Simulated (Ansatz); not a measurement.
Frontier orbitals of C₄H₇NO, SMILES `CC1C=NCO1`.

Total charge 0; spin multiplicity 1. The geometry is a stationary point of PBE0-D4/def2-TZVP. Basis def2-TZVPP, Ansatz.

```tsv
functional	HOMO (eV)	LUMO (eV)
B97M-V	-6.26	-1.15
```

Question: Give HOMO and LUMO (eV) with LDA (SPW92), PBE, revPBE, BLYP, r2SCAN, PBE0, B3LYP, r2SCANh, r2SCAN0, HSE06 (plane-wave form), BHLYP, CAM-B3LYP, LC-ωPBE, ωB97X-V, ωB97M-V, HF. (Best estimate.)

Answer: Computed: 
```tsv
functional	HOMO	LUMO
LDA (SPW92)	-5.94	-1.69
PBE	-5.82	-1.44
revPBE	-5.77	-1.35
BLYP	-5.75	-1.33
r2SCAN	-6.11	-1.22
PBE0	-7.32	-0.33
B3LYP	-7.11	-0.60
r2SCANh	-6.67	-0.81
r2SCAN0	-7.51	-0.20
HSE06 (plane-wave form)	-6.91	-0.72
BHLYP	-8.74	0.84
CAM-B3LYP	-8.75	0.83
LC-ωPBE	-10.04	2.08
ωB97X-V	-9.74	1.97
ωB97M-V	-9.67	1.84
HF	-10.75	3.54
```

B3LYP here is the variant with VWN-RPA as its local correlation; programs differ in this. LC-ωPBE has ω = 0.4 bohr⁻¹. Positive LUMOs are unbound and depend on the basis.
